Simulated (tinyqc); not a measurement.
CCD on RHF in the sto-6g basis, frozen core, for BH2+, spin multiplicity 1, step by step. One step of it, computed by the program tinyqc.

Question. Iteration 1: building the Fock matrix. J_ij = sum D_kl (ij|kl), K_ij = sum D_kl (ik|jl); F = H + J - 0.5 K; E = tr D H + tr D J / 2 - 0.25 tr D K + E_nn.

D at the start, order 1B 1s, 1B 2s, 1B 2px, 1B 2py, 1B 2pz, 2H 1s, 3H 1s:
```
[[2.034926, -0.139940, 0.000000, 0.000000, -0.103295, -0.184428, -0.184428],
 [-0.139940, 0.708279, 0.000000, 0.000000, 0.289374, 0.399577, 0.399577],
 [0.000000, 0.000000, 0.000000, 0.000000, 0.000000, 0.000000, 0.000000],
 [0.000000, 0.000000, 0.000000, 0.985376, 0.000000, 0.415847, -0.415847],
 [-0.103295, 0.289374, 0.000000, 0.000000, 0.119286, 0.165674, 0.165674],
 [-0.184428, 0.399577, 0.000000, 0.415847, 0.165674, 0.406460, 0.055469],
 [-0.184428, 0.399577, 0.000000, -0.415847, 0.165674, 0.055469, 0.406460]]
```

core Hamiltonian H = T + V (hartree), order 1B 1s, 1B 2s, 1B 2px, 1B 2py, 1B 2pz, 2H 1s, 3H 1s:
```
[[-13.244484, -3.289984, 0.000000, 0.000000, -0.011518, -0.641123, -0.641123],
 [-3.289984, -4.158720, 0.000000, 0.000000, -0.101082, -1.530954, -1.530954],
 [0.000000, 0.000000, -3.341738, 0.000000, 0.000000, 0.000000, 0.000000],
 [0.000000, 0.000000, 0.000000, -3.514204, 0.000000, -1.348555, 1.348555],
 [-0.011518, -0.101082, 0.000000, 0.000000, -3.368136, -0.542529, -0.542529],
 [-0.641123, -1.530954, 0.000000, -1.348555, -0.542529, -2.669154, -0.223224],
 [-0.641123, -1.530954, 0.000000, 1.348555, -0.542529, -0.223224, -2.669154]]
```

Two-electron integrals (ij|kl) in chemists' order, unique and non-zero (hartree):
```
(11|11) 2.924993    (21|11) 0.480756    (21|21) 0.099484    (22|11) 0.743449
(22|21) 0.188967    (22|22) 0.544922    (31|31) 0.021096    (32|31) 0.030854
(32|32) 0.120443    (33|11) 0.743450    (33|21) 0.188967    (33|22) 0.544922
(33|33) 0.587109    (41|41) 0.021096    (42|41) 0.030854    (42|42) 0.120443
(43|43) 0.031641    (44|11) 0.743450    (44|21) 0.188967    (44|22) 0.544922
(44|33) 0.523827    (44|44) 0.587109    (51|51) 0.021096    (52|51) 0.030854
(52|52) 0.120443    (53|53) 0.031641    (54|54) 0.031641    (55|11) 0.743450
(55|21) 0.188967    (55|22) 0.544922    (55|33) 0.523827    (55|44) 0.523827
(55|55) 0.587109    (61|11) 0.096197    (61|21) 0.019286    (61|22) 0.036332
(61|33) 0.036134    (61|41) 0.001412    (61|42) 0.002695    (61|44) 0.036648
(61|51) 0.000552    (61|52) 0.001054    (61|54) 0.000201    (61|55) 0.036213
(61|61) 0.003879    (62|11) 0.233690    (62|21) 0.060432    (62|22) 0.192121
(62|33) 0.186636    (62|41) 0.006585    (62|42) 0.039009    (62|44) 0.200906
(62|51) 0.002576    (62|52) 0.015261    (62|54) 0.005583    (62|55) 0.188820
(62|61) 0.012449    (62|62) 0.094644    (63|31) 0.006277    (63|32) 0.028650
(63|43) 0.007266    (63|53) 0.002843    (63|63) 0.010256    (64|11) 0.206957
(64|21) 0.054267    (64|22) 0.181607    (64|33) 0.172087    (64|41) 0.011309
(64|42) 0.062082    (64|44) 0.198783    (64|51) 0.001969    (64|52) 0.013080
(64|54) 0.007602    (64|55) 0.173949    (64|61) 0.011742    (64|62) 0.104594
(64|64) 0.123447    (65|11) 0.080969    (65|21) 0.021231    (65|22) 0.071051
(65|33) 0.067326    (65|41) 0.001969    (65|42) 0.013080    (65|44) 0.072085
(65|51) 0.007047    (65|52) 0.033767    (65|54) 0.009128    (65|55) 0.073740
(65|61) 0.004594    (65|62) 0.040921    (65|64) 0.044284    (65|65) 0.027582
(66|11) 0.396294    (66|21) 0.104631    (66|22) 0.375601    (66|33) 0.353599
(66|41) 0.013602    (66|42) 0.106914    (66|44) 0.410842    (66|51) 0.005321
(66|52) 0.041828    (66|54) 0.022395    (66|55) 0.362361    (66|61) 0.022053
(66|62) 0.238667    (66|64) 0.286422    (66|65) 0.112058    (66|66) 0.774999
(71|11) 0.096197    (71|21) 0.019286    (71|22) 0.036332    (71|33) 0.036134
(71|41) -0.001412   (71|42) -0.002695   (71|44) 0.036648    (71|51) 0.000552
(71|52) 0.001054    (71|54) -0.000201   (71|55) 0.036213    (71|61) 0.003672
(71|62) 0.011126    (71|64) 0.009533    (71|65) 0.004118    (71|66) 0.019101
(71|71) 0.003879    (72|11) 0.233690    (72|21) 0.060432    (72|22) 0.192121
(72|33) 0.186636    (72|41) -0.006585   (72|42) -0.039009   (72|44) 0.200906
(72|51) 0.002576    (72|52) 0.015261    (72|54) -0.005583   (72|55) 0.188820
(72|61) 0.011126    (72|62) 0.058927    (72|64) 0.049145    (72|65) 0.024862
(72|66) 0.111302    (72|71) 0.012449    (72|72) 0.094644    (73|31) 0.006277
(73|32) 0.028650    (73|43) -0.007266   (73|53) 0.002843    (73|63) 0.005633
(73|73) 0.010256    (74|11) -0.206957   (74|21) -0.054267   (74|22) -0.181607
(74|33) -0.172087   (74|41) 0.011309    (74|42) 0.062082    (74|44) -0.198783
(74|51) -0.001969   (74|52) -0.013080   (74|54) 0.007602    (74|55) -0.173949
(74|61) -0.009533   (74|62) -0.049145   (74|64) -0.036773   (74|65) -0.020390
(74|66) -0.089674   (74|71) -0.011742   (74|72) -0.104594   (74|74) 0.123447
(75|11) 0.080969    (75|21) 0.021231    (75|22) 0.071051    (75|33) 0.067326
(75|41) -0.001969   (75|42) -0.013080   (75|44) 0.072085    (75|51) 0.007047
(75|52) 0.033767    (75|54) -0.009128   (75|55) 0.073740    (75|61) 0.004118
(75|62) 0.024862    (75|64) 0.020390    (75|65) 0.015892    (75|66) 0.048839
(75|71) 0.004594    (75|72) 0.040921    (75|74) -0.044284   (75|75) 0.027582
(76|11) 0.031784    (76|21) 0.008177    (76|22) 0.025861    (76|33) 0.025255
(76|44) 0.026308    (76|51) 0.000615    (76|52) 0.003549    (76|55) 0.026021
(76|61) 0.001602    (76|62) 0.010313    (76|64) 0.010072    (76|65) 0.004866
(76|66) 0.022941    (76|71) 0.001602    (76|72) 0.010313    (76|74) -0.010072
(76|75) 0.004866    (76|76) 0.001431    (77|11) 0.396294    (77|21) 0.104631
(77|22) 0.375601    (77|33) 0.353599    (77|41) -0.013602   (77|42) -0.106914
(77|44) 0.410842    (77|51) 0.005321    (77|52) 0.041828    (77|54) -0.022395
(77|55) 0.362361    (77|61) 0.019101    (77|62) 0.111302    (77|64) 0.089674
(77|65) 0.048839    (77|66) 0.214626    (77|71) 0.022053    (77|72) 0.238667
(77|74) -0.286422   (77|75) 0.112058    (77|76) 0.022941    (77|77) 0.774999
```

nuclear repulsion = 4.21479805 hartree

Give: Coulomb J; exchange K; Fock matrix F; total energy of this density.

Answer.

Coulomb J (hartree), order 1B 1s, 1B 2s, 1B 2px, 1B 2py, 1B 2pz, 2H 1s, 3H 1s:
```
[[8.192, 1.566, 0.000, 0.000, 0.030, 0.311, 0.311],
 [1.566, 3.386, 0.000, 0.000, 0.165, 1.231, 1.231],
 [0.000, 0.000, 3.317, 0.000, 0.000, 0.000, 0.000],
 [0.000, 0.000, 0.000, 3.496, 0.000, 1.182, -1.182],
 [0.030, 0.165, 0.000, 0.000, 3.343, 0.491, 0.491],
 [0.311, 1.231, 0.000, 1.182, 0.491, 2.550, 0.166],
 [0.311, 1.231, 0.000, -1.182, 0.491, 0.166, 2.550]]
```

exchange K (hartree), order 1B 1s, 1B 2s, 1B 2px, 1B 2py, 1B 2pz, 2H 1s, 3H 1s:
```
[[5.877, 1.033, 0.000, 0.000, -0.007, 0.208, 0.208],
 [1.033, 1.090, 0.000, 0.000, 0.355, 0.640, 0.640],
 [0.000, 0.000, 0.219, 0.000, 0.000, 0.000, 0.000],
 [0.000, 0.000, 0.000, 1.225, 0.000, 0.635, -0.635],
 [-0.007, 0.355, 0.000, 0.000, 0.358, 0.271, 0.271],
 [0.208, 0.640, 0.000, 0.635, 0.271, 0.996, 0.097],
 [0.208, 0.640, 0.000, -0.635, 0.271, 0.097, 0.996]]
```

Fock matrix F (hartree), order 1B 1s, 1B 2s, 1B 2px, 1B 2py, 1B 2pz, 2H 1s, 3H 1s:
```
[[-7.992, -2.241, 0.000, 0.000, 0.022, -0.434, -0.434],
 [-2.241, -1.318, 0.000, 0.000, -0.113, -0.620, -0.620],
 [0.000, 0.000, -0.134, 0.000, 0.000, 0.000, 0.000],
 [0.000, 0.000, 0.000, -0.630, 0.000, -0.484, 0.484],
 [0.022, -0.113, 0.000, 0.000, -0.204, -0.187, -0.187],
 [-0.434, -0.620, 0.000, -0.484, -0.187, -0.617, -0.106],
 [-0.434, -0.620, 0.000, 0.484, -0.187, -0.106, -0.617]]
```

total energy of this density = -25.31872 hartree
